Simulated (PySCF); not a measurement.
# Atomic charges against the basis set

C4H5FO.
Numbering: `[CH3:1][O:2][C:3]1=[CH:4][C@@H:5]1[F:6]` (hydrogens: H7, H8, H9 on C1; H10 on C4; H11 on C5)

PBE0 throughout (PySCF), one geometry, spherical d and f functions. Isolated species at its PBE0-D3(BJ)/def2-SVP geometry (one conformer only). Atoms taken as equivalent share a column and are averaged. The first 7 of 9 kinds of atom are listed.

Mulliken charges (e):

```json
{"basis": "STO-3G", "functions": "35", "C1": "-0.123", "O2": "-0.164", "C3": "+0.061", "C4": "-0.143", "C5": "+0.017", "F6": "-0.124", "H7/H8/H9": "+0.103"}
{"basis": "6-31G", "functions": "64", "C1": "-0.267", "O2": "-0.508", "C3": "+0.208", "C4": "-0.102", "C5": "+0.065", "F6": "-0.340", "H7/H8/H9": "+0.196"}
{"basis": "pcSseg-0", "functions": "64", "C1": "-0.334", "O2": "-0.665", "C3": "+0.149", "C4": "-0.132", "C5": "+0.103", "F6": "-0.375", "H7/H8/H9": "+0.251"}
{"basis": "6-31G*", "functions": "94", "C1": "-0.299", "O2": "-0.452", "C3": "+0.304", "C4": "-0.235", "C5": "+0.116", "F6": "-0.351", "H7/H8/H9": "+0.196"}
{"basis": "cc-pVDZ", "functions": "109", "C1": "+0.047", "O2": "-0.237", "C3": "+0.139", "C4": "-0.118", "C5": "+0.190", "F6": "-0.251", "H7/H8/H9": "+0.063"}
{"basis": "def2-SVP", "functions": "109", "C1": "+0.112", "O2": "-0.304", "C3": "+0.290", "C4": "-0.256", "C5": "+0.170", "F6": "-0.281", "H7/H8/H9": "+0.063"}
{"basis": "aug-cc-pVDZ", "functions": "183", "C1": "+0.703", "O2": "-0.550", "C3": "+0.003", "C4": "+0.688", "C5": "+0.947", "F6": "-0.516", "H7/H8/H9": "-0.137"}
{"basis": "6-311+G(2d,p)", "functions": "192", "C1": "-0.289", "O2": "-0.330", "C3": "+0.484", "C4": "-0.382", "C5": "+0.073", "F6": "-0.288", "H7/H8/H9": "+0.162"}
{"basis": "def2-TZVP", "functions": "216", "C1": "-0.218", "O2": "-0.216", "C3": "+0.135", "C4": "-0.171", "C5": "+0.026", "F6": "-0.236", "H7/H8/H9": "+0.142"}
{"basis": "cc-pVTZ", "functions": "250", "C1": "-0.120", "O2": "-0.159", "C3": "+0.144", "C4": "-0.252", "C5": "+0.128", "F6": "-0.243", "H7/H8/H9": "+0.101"}
{"basis": "IGLO-III", "functions": "260", "C1": "-0.211", "O2": "-0.237", "C3": "+0.173", "C4": "-0.152", "C5": "+0.120", "F6": "-0.303", "H7/H8/H9": "+0.140"}
```

IAO charges (e):

```csv
basis,functions,C1,O2,C3,C4,C5,F6,H7/H8/H9
STO-3G,35,-0.253,-0.147,+0.070,-0.197,-0.003,-0.153,+0.145
6-31G,64,-0.243,-0.273,+0.165,-0.220,+0.096,-0.326,+0.164
pcSseg-0,64,-0.223,-0.267,+0.158,-0.227,+0.090,-0.312,+0.159
6-31G*,94,-0.204,-0.292,+0.193,-0.234,+0.134,-0.337,+0.152
cc-pVDZ,109,-0.203,-0.287,+0.194,-0.239,+0.132,-0.338,+0.152
def2-SVP,109,-0.194,-0.285,+0.193,-0.233,+0.134,-0.340,+0.149
aug-cc-pVDZ,183,-0.210,-0.297,+0.202,-0.237,+0.130,-0.357,+0.156
"6-311+G(2d,p)",192,-0.212,-0.299,+0.203,-0.236,+0.129,-0.357,+0.157
def2-TZVP,216,-0.209,-0.299,+0.204,-0.240,+0.133,-0.356,+0.156
cc-pVTZ,250,-0.211,-0.297,+0.203,-0.241,+0.132,-0.352,+0.156
IGLO-III,260,-0.212,-0.300,+0.204,-0.238,+0.131,-0.357,+0.157
```

Some averages cover members that differ in this geometry, most widely: H7/H8/H9, Mulliken in aug-cc-pVDZ -0.273 to -0.049; H7/H8/H9, Mulliken in cc-pVTZ +0.087 to +0.115; H7/H8/H9, IAO in 6-31G +0.153 to +0.179 e.

Task: Which scheme is steadiest as the basis changes?

Result: Largest range over the bases for any column: IAO 0.20 e, Mulliken 1.07 e. IAO charges move least and Mulliken charges most, counted in e. Without the minimal STO-3G basis the ranges are IAO 0.05, Mulliken 1.07 e.

Task: How much do the charges still move between the two largest bases, cc-pVTZ and IGLO-III?

Result: At most, over all atoms: Mulliken 0.100 e, IAO 0.005 e.

Task: What do the same runs give for the total energy, the frontier levels and the dipole moment?

Result: 
| basis | energy (Eh) | HOMO (eV) | LUMO (eV) | μ (D) |
| --- | --- | --- | --- | --- |
| STO-3G | -325.6794 | -4.41 | 4.06 | 1.73 |
| 6-31G | -329.9221 | -7.09 | 0.80 | 2.16 |
| pcSseg-0 | -329.2427 | -7.38 | 0.49 | 2.28 |
| 6-31G* | -330.0220 | -6.98 | 1.07 | 1.99 |
| cc-pVDZ | -330.0486 | -7.08 | 0.87 | 2.06 |
| def2-SVP | -329.7864 | -7.20 | 0.75 | 2.08 |
| aug-cc-pVDZ | -330.0749 | -7.30 | -0.06 | 2.09 |
| 6-311+G(2d,p) | -330.1328 | -7.33 | 0.33 | 2.12 |
| def2-TZVP | -330.1648 | -7.28 | 0.53 | 2.07 |
| cc-pVTZ | -330.1511 | -7.23 | 0.62 | 2.05 |
| IGLO-III | -330.1692 | -7.31 | 0.41 | 2.09 |

The dipole is fixed by the density alone, so its range of 0.55 D shows that the density itself changes with the basis, not only its division among atoms.
